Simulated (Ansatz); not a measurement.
Basis-set extrapolation for C₂H₄N₂S, SMILES `NC(N)=C=S` (PBE0-D4/def2-TZVP geometry, frozen core, Ansatz). Multiplicity 1, RHF reference.

|  | def2-TZVPP | def2-QZVPP |
| --- | --- | --- |
| HF | -584.516232 | -584.535904 |
| MP2 correlation | -0.897913 | -0.962989 |
| CCSD(T) correlation | -0.973211 | not run |

Energies in hartree. Use E(X) = E(∞) + A·exp(−7.88·√X) for Hartree–Fock and E(X) = E(∞) + B·X^(−2.97) for correlation, with X = 3 and 4, and add CCSD(T) minus MP2 of the smaller set to the MP2 limit.

Task: What is the CCSD(T) energy at the basis-set limit?

Result: HF limit: -584.535904 + (-0.019672) × 0.13774 = -584.53861. MP2 limit: -0.962989 + (-0.065076) × 0.74074 = -1.01119. Higher-order term: -0.973211 − (-0.897913) = -0.07530. Total: -585.62510 hartree, 85.1 kcal/mol below CCSD(T)/def2-TZVPP.
